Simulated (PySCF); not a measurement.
# Heteronuclear NMR

Numbering as in the mapped SMILES `[O:1]=[CH:2][OH:3]` (H(Xn): hydrogen on atom n).

No solvent, non-relativistic, one computed conformer. Structure optimised with PBE0-D3(BJ)/def2-SVP; J couplings at B3LYP/pcJ-1; PBE0/pcSseg-1 with gauge-including orbitals; PySCF.

Problem. Where does $^{17}$O resonate?

Solution. 
| atoms | environment | σ (ppm) | δ (ppm) |
| --- | --- | --- | --- |
| O1 | carbonyl oxygen | -114.5 | 366.2 |
| O3 | acid hydroxyl oxygen | 118.2 | 158.7 |

Shieldings were converted by a linear fit to measured shifts: $^{17}$O (scatter 13.4 ppm rms, 14.2 ppm with the 1 outlier that the fit left out vs liquid water, solution or neat liquid). A few per cent of atoms miss by over 2 rms, more outside the fitted compound classes.

Couplings (the largest are listed; each averaged over equivalent pairs; quadrupolar broadening usually hides them): $^{1}J$(C2,O3) = 36.1 Hz, $^{1}J$(O1,C2) = 27.7 Hz, $^{2}J$(O3,H(C2)) = -45.6 Hz, $^{2}J$(O1,H(C2)) = -9.6 Hz, $^{2}J$(O1,O3) = -7.4 Hz.

On a 300 MHz spectrometer $^{17}$O resonates near 40.7 MHz, so 1 ppm is 40.7 Hz.

In solution the two oxygens of a carboxylic acid exchange roles by proton transfer and give one 17O line. Hydrogen bonding in solution shields acid and N–H amide carbonyl oxygens by tens of ppm.
